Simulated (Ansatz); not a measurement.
A made-up structure of C2HSi, doublet:

C1  (-0.220, -0.979, 0.659)
Si2  (1.578, 0.039, 0.621)
C3  (-0.335, 0.153, -0.255)
H4  (-1.023, 0.787, -1.024)
(Å)

It is relaxed with PBE-D4/def2-SVP and then PBE0-D4/def2-TZVP (Ansatz 0.2.0). Atoms count as bonded within 1.22 times the sum of their covalent radii (H–H: 0.88 Å). The end point is not checked to be a true minimum.

**Question.** Does its bonding change? (A judgement: the text doesn't fix the answer.)

**Answer.** By the calculation: No: no bond forms or breaks.

Where it ends: The first stage lowers the energy by 0.96 eV in 5 steps. It ends as C₂HSi ([C]1[CH][Si]1):
```xyz
4
angstrom
C -0.1960 -0.8742 0.5882
Si 1.4090 0.0349 0.5543
C -0.2994 0.1366 -0.2280
H -0.9136 0.7028 -0.9145
```

Labels in which every atom is bracketed show which atoms are joined, not bond orders.

For scale, one of the runs: PBE0-D4/def2-TZVP relaxation, 105 basis functions, launched by `ansatz run in.yaml --threads 2 --pin off --events-out ev --progress --plain --max-ram 4352MiB`. The run took about 15 s on 2 CPU threads of an Arm Neoverse V1 (shared host).
